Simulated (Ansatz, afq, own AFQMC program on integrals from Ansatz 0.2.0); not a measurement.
**Where AFQMC and coupled cluster stand for HfS⁺, doublet**

```xyz
2

Hf    0.0000    0.0000    0.0000
S     0.0000    0.0000    2.1637
```

Basis def2-SVP with its core potentials. Noble-gas cores (and the filled d shells of Ga–Kr and In–Xe) are frozen. Integrals, coupled cluster, full CI and functionals: Ansatz 0.2.0; the random walks run on the same integrals in our own AFQMC program. ph-AFQMC/CISD is guided by a CISD state made of CCSD amplitudes; releasing the constraint for a short imaginary time cuts its bias at the price of noise, slowly where states lie close. Free AFQMC starts from the CCSD state and is never constrained. Its projection time is finite, and what remains of the start isn't in its error. Uncertainties: one standard error, sampling alone. No spin–orbit coupling. The metal's outer-core s and p shells are frozen, which shifts wave-function levels against functionals.

Determinant: UHF, the one that the program's search chose, which needn't be the lowest solution. The geometry is a PBE0/def2-TZVP stationary point of this or a neighbouring charge and spin state.

No full CI on the walks' own integrals is used here; CCSDT(Q) serves as the reference and is uncertain by about the last step of the cluster series.

Cautions: no spin-orbit coupling; outer-core shells of the metal frozen; higher spins were not checked; raised T1 diagnostic (T1 0.044, weight of the determinant 0.86, largest double 0.06); (T) is large, 8 % of the CCSD correlation; unrestricted determinant slightly spin contaminated (⟨S²⟩ 0.82 against 0.75); the released energies have errors that jump between times, so the bars are unsure, so no released level is given (meV from the phaseless value at times in 1/Eh: -27 ± 4 at 0.60, -39 ± 3 at 1.20, -41 ± 4 at 2.00, 1730 ± 1778 at 3.00, -35 ± 7 at 4.20); the ph-AFQMC/CISD walk drifts between its halves (2.3 errors).

The T1 diagnostic is 0.0437, the weight of the determinant in the CISD state is 0.858 and the ⟨S²⟩ of the determinant is 0.820. The size of the correlated space is 9 electrons in 41 orbitals.

```csv
level,correlation energy (eV)
MP2,-5.3792
CCSD,-5.5154
CCSD(T),-5.9350
```

**Question.** Estimate where phaseless AFQMC with the Hartree–Fock trial lies against CCSD(T) on the same integrals.

**Answer.** 3.8 ± 2.8 kJ/mol below CCSD(T). The gap is under twice the noise, so this walk alone can't tell the two apart.

Reference: CCSDT(Q), correlation energy -5.983 eV.

```json
{"level": "CCSD(T)", "E − E(reference) (kJ/mol)": "4.7", "share of correlation (%)": "99.19"}
{"level": "CCSDT", "E − E(reference) (kJ/mol)": "2.4", "share of correlation (%)": "99.59"}
{"level": "ph-AFQMC/HF", "E − E(reference) (kJ/mol)": "0.9 ± 2.8", "share of correlation (%)": "99.85"}
{"level": "ph-AFQMC/CISD", "E − E(reference) (kJ/mol)": "6.3 ± 0.4", "share of correlation (%)": "98.90"}
{"level": "free AFQMC", "E − E(reference) (kJ/mol)": "1.9 ± 1.5", "share of correlation (%)": "99.68"}
```

Free projections are given only where their last times agree within the noise and don't stop above the reference; a slow remainder of the start can still hide under it. A walk keeps the symmetry of its determinant, which the program's search chose and which needn't be the lowest solution, so a lower state of the same spin and another symmetry isn't excluded.
